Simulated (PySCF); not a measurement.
ethanethiol (C2H6S), SMILES CCS.

Geometry: ωB97X-D3(BJ)/def2-TZVP. The values are those of a single conformer.

Two levels are set side by side: TDA-PBE/def2-SVPD (PySCF) and TDA-LC-ωPBE/def2-SVPD (PySCF). Vertical, same geometry. The lowest singlet is HOMO→LUMO 99 % with PBE and HOMO→LUMO 55 %, HOMO→LUMO+4 19 %, HOMO→LUMO+6 13 % with the other functional; states are paired by order. Differences are taken from unrounded values.

| quantity | TDA-LC-ωPBE | TDA-PBE | TDA-PBE minus TDA-LC-ωPBE |
|---|---|---|---|
| lowest singlet excitation (eV) | 5.82 | 5.15 | -0.66 |
| lowest triplet excitation (TDA) (eV) | 5.28 | 4.81 | -0.47 |
| first bright state (f over 0.05) (eV) | 9.01 | 8.00 | -1.01 |
| its oscillator strength | 0.08 | 0.05 | -0.02 |

Functionals without exact exchange tend to place singlet excitations lower, as here. Differences between two approximate levels are no errors against the true value.

Rough cost on one machine, each run with all the roots and properties that it gave: TDA-LC-ωPBE against TDA-PBE about 3 times.
